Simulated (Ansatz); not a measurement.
C$_{7}$H$_{16}$, SMILES `CCC(C)(C)CC`, relaxed with RKS PBE0-D4/def2-TZVP in the Gaussian-basis code of Ansatz from a GFN2-xTB geometry. The force threshold is 0.005 eV/Å; the program also tests the step.

The species carries charge 0 and has multiplicity 1.

Start:

```xyz
23

C     0.366   -2.165   -1.022
C     0.790   -0.940   -0.217
C    -0.340    0.048    0.128
C    -0.884    0.711   -1.140
C    -1.488   -0.678    0.838
C     0.194    1.118    1.101
C     1.351    1.972    0.589
H    -0.309   -2.798   -0.453
H     1.245   -2.755   -1.276
H    -0.122   -1.876   -1.949
H     1.554   -0.408   -0.788
H     1.251   -1.279    0.714
H    -0.078    1.116   -1.748
H    -1.435   -0.006   -1.743
H    -1.562    1.522   -0.881
H    -1.120   -1.225    1.703
H    -2.231    0.040    1.180
H    -1.982   -1.378    0.170
H    -0.633    1.784    1.362
H     0.510    0.620    2.021
H     1.608    2.721    1.335
H     2.235    1.369    0.403
H     1.081    2.489   -0.327
```

By how much does the energy fall, and how many steps does the optimiser take? (Estimate.)

The calculation gave: 0.48 kcal/mol, in 7 steps.

Which bonds change most? (Estimate.)

The calculation gave: C3–C5 from 1.533 to 1.527 Å; C5–H16 from 1.088 to 1.094 Å; C7–H23 from 1.086 to 1.092 Å; C1–H10 from 1.087 to 1.093 Å.

Give the relaxed structure. (Estimate.)

Computed: 
```xyz
23

C     0.376   -2.145   -1.059
C     0.774   -0.959   -0.196
C    -0.343    0.041    0.141
C    -0.889    0.690   -1.129
C    -1.485   -0.665    0.867
C     0.206    1.119    1.091
C     1.349    1.975    0.571
H    -0.379   -2.769   -0.576
H     1.243   -2.780   -1.256
H    -0.020   -1.830   -2.027
H     1.584   -0.421   -0.699
H     1.195   -1.328    0.748
H    -0.095    1.146   -1.727
H    -1.399   -0.041   -1.761
H    -1.614    1.471   -0.882
H    -1.125   -1.170    1.768
H    -2.249    0.056    1.173
H    -1.972   -1.409    0.234
H    -0.627    1.774    1.371
H     0.523    0.624    2.017
H     1.634    2.721    1.317
H     2.241    1.384    0.350
H     1.073    2.515   -0.338
```
